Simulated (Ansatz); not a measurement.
A made-up structure of NaSiH₃S, singlet:

Na1  (-1.436, -1.229, 1.515)
S2  (-1.497, -0.506, -0.894)
Si3  (0.332, 0.280, -0.336)
H4  (-2.443, -0.702, -1.851)
H5  (0.456, 1.766, -0.391)
H6  (0.615, -0.035, 1.138)
(Å)

It is relaxed with PBE-D4/def2-SVP and then PBE0-D4/def2-TZVP (Ansatz 0.2.0). Atoms count as bonded within 1.22 times the sum of their covalent radii (H–H: 0.88 Å). The end point is not checked to be a true minimum.

(1) Does its bonding change? (Judge from chemistry; the calculation decides.)

## Answers

(1) Computed: Yes. Formed: Na1–H5; broken: none.

Where it ends: The first stage lowers the energy by 2.56 eV in 15 steps. It ends as NaSiH₃S ([H]1[Na]23[H][Si]12[SH]3):
```
6
angstrom
Na -1.2054 -0.3773 1.5671
S -1.9041 -0.0523 -0.9648
Si 0.3489 0.4639 -0.6535
H -1.7171 -1.1808 -1.6653
H -0.0944 1.4106 0.5044
H 0.5989 -0.6898 0.3925
```

Labels in which every atom is bracketed show which atoms are joined, not bond orders.

For scale, one of the runs: PBE0-D4/def2-TZVP relaxation, 124 basis functions, launched by `ansatz run in.yaml --threads 2 --pin off --events-out ev --progress --plain --max-ram 4352MiB`. The run took about 32 s on 2 CPU threads of an Arm Neoverse N1 (shared host).
